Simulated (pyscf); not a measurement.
PySCF, gas phase, ωB97X-D3(BJ)/def2-SVP geometries. Correlated levels are frozen-core, on RHF or UHF. ΔMP2 is the change of the MP2 total energy from the triple- to the quadruple-zeta basis.

SMILES: FC(F)[SiH3]
```xyz
8

F     -1.9252    -0.6331    -1.0947
C     -1.6657     0.6853    -0.8424
F     -1.7224     0.8779     0.5100
Si     0.0969     1.1141    -1.4692
H     -2.4812     1.2782    -1.2978
H      0.1490     0.8727    -2.9372
H      1.0637     0.2382    -0.7575
H      0.3687     2.5477    -1.1741
```
Charge 0, spin multiplicity 1.

Q: What is the homolytic dissociation enthalpy (298 K, CCSD(T)/def2-TZVPP + ΔMP2(QZVPP)) of the C–F bond of F–CH(F)–SiH₃, to F• + F–CH•–SiH₃?

A: C–F to F• + F–CH•–SiH₃: 109.7 kcal/mol. Other isomers of F–CH•–SiH₃ were not searched in full and may lie lower. The CCSD(T) − MP2 part came from Ansatz, without density fitting, on the same reference. Left out: the spin-orbit lowering of F.
